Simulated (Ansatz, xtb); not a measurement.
# Two spin states of H3PSi

We compare X, `[SiH]P`, a triplet, with Y, `[SiH]P`, a singlet. Both are isolated molecules in the gas phase, relaxed with B3LYP-D3(BJ)/def2-SVP; the shapes shown needn't be the lowest conformers.

X (Å):

```xyz
5

P    -0.1631   -0.4435    2.0615
Si   -0.3383   -2.6697    1.7253
H    -1.5093   -3.0512    0.8635
H     1.2229   -0.2565    1.7703
H     0.0173   -0.4195    3.4784
```

Y (Å):

```xyz
5

P     0.3981   -0.6677    1.8224
Si    0.1060   -2.8725    1.7311
H    -1.3330   -2.6456    1.2579
H     1.3610   -0.4155    2.8340
H    -0.7423   -0.0389    2.3880
```

Q: Estimate E(Y) − E(X) at the level CCSD(T)/def2-TZVPP.

A: Calculated at CCSD(T)/def2-TZVPP: E(Y) − E(X) = −0.992 eV, so structure Y lies lower.

The same difference at several levels:

```json
{"level": "B3LYP-D3(BJ)/def2-SVP", "geometry": "B3LYP-D3(BJ)/def2-SVP", "E(Y) − E(X) (eV)": "−0.971", "departure from the last row (eV)": "+0.021", "job, with rough time for the two": "optimisation, 12 s"}
{"level": "HF/def2-TZVPP", "geometry": "B3LYP-D3(BJ)/def2-SVP", "E(Y) − E(X) (eV)": "−0.303", "departure from the last row (eV)": "+0.688", "job, with rough time for the two": "part of the CCSD(T) run"}
{"level": "MP2/def2-TZVPP", "geometry": "B3LYP-D3(BJ)/def2-SVP", "E(Y) − E(X) (eV)": "−0.916", "departure from the last row (eV)": "+0.076", "job, with rough time for the two": "part of the CCSD(T) run"}
{"level": "CCSD(T)/def2-TZVPP", "geometry": "B3LYP-D3(BJ)/def2-SVP", "E(Y) − E(X) (eV)": "−0.992", "departure from the last row (eV)": "", "job, with rough time for the two": "single point, 16 s"}
```

The levels shown agree on the order. The largest departure from CCSD(T)/def2-TZVPP is that of HF/def2-TZVPP, 0.688 eV. Levels run at GFN2-xTB geometries aren't shown.

With harmonic frequencies from B3LYP-D3(BJ)/def2-SVP (ideal gas, rigid rotor, one conformer each, 298.15 K, 1 atm): the zero-point term adds +0.001 eV; ΔH is −0.991 and ΔG −0.962 eV.

The T1 diagnostic of structure Y is large, so the coupled-cluster value is less sure. Open shells are spin-unrestricted. The correlated steps freeze 10 core orbitals. ΔG holds the spin degeneracy. Mirror images aren't counted in ΔG. Codes used: Ansatz 0.2.0; the last row on 1 thread of Intel(R) Xeon(R) 6975P-C (Granite Rapids) on a shared host.
